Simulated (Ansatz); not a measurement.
Dissociation curve of CH, doublet.

Level of theory: full CI/aug-cc-pVDZ, frozen core (Ansatz, a quantum-chemistry and plane-wave program).

**Question.** Relative to R = 1.13 Å, what are the energies at R = 1.53, 2.79, 3.36, 4.57 Å?

**Answer.** 97.1 kJ/mol at 1.53 Å, 312.4 kJ/mol at 2.79 Å, 321.3 kJ/mol at 3.36 Å, 323.7 kJ/mol at 4.57 Å.
